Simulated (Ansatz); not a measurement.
# CH₂Si+ (doublet): the correlation ladder, def2-QZVPP

The task here is to estimate one member of a computed series from the others.

Computed with Ansatz 0.2.0, Gaussian basis. Level: def2-QZVPP, core rule «outside noble gas», up to 6 orbitals frozen.

To be run: UHF; ROHF; CCSD(T) on UHF.

2 further runs of the same task are left out: 2 set aside as unsound or not needed.

### The system

The geometry is a PBE0/def2-TZVP stationary point (not a proven minimum) of the parent state, kept for this charge and spin.

4 atoms, charge 1, spin multiplicity 2.

Atoms are counted from 1 here; the program's logs count them from 0.

Bond lengths: Si1–C2 1.865 Å, C2–H3 1.091 Å, C2–H4 1.091 Å. Angles: Si1–C2–H3 123.8°, Si1–C2–H4 123.8°, H3–C2–H4 112.4°.

The first run:

in.yaml reads:

```yaml
crystal:
  periodic: [false, false, false]
  atoms:
    - {symbol: Si, position_ang: [0.000000, 0.000000, 0.650177]}
    - {symbol: C, position_ang: [0.000000, 0.000000, -1.214577]}
    - {symbol: H, position_ang: [0.000000, -0.906814, -1.821841]}
    - {symbol: H, position_ang: [0.000000, 0.906814, -1.821841]}
basis:
  gaussian: {orbitals: "def2-QZVPP.json"}
total_charge: 1
magnetization: {spin_polarized: true, initial_magnetization: 1}
hamiltonian: {xc: hf}
output: {orbitals: {seedname: orbitals}}
```

Launch:

```console
$ ansatz run in.yaml --threads 1 --pin off --events-out ev --progress --plain --max-ram 2560MiB --backend cpu
```

Among the steps run: UHF; ROHF; CCSD(T) on UHF.

One of the session's tables, all rows but one given; the rest of the session is left out.

```
  method  from UCCSD(T) (kcal/mol)
    ROHF                   +165.10
     UHF                   +163.03
    UMP2                    +24.01
   UCCSD                         ?
UCCSD(T)                         0
```

Estimate the missing values for UCCSD.

**Answer.** from UCCSD(T) (kcal/mol): +6.10. In the column «from UCCSD(T) (kcal/mol)» it lies between UCCSD(T) (0) and UMP2 (+24.01).
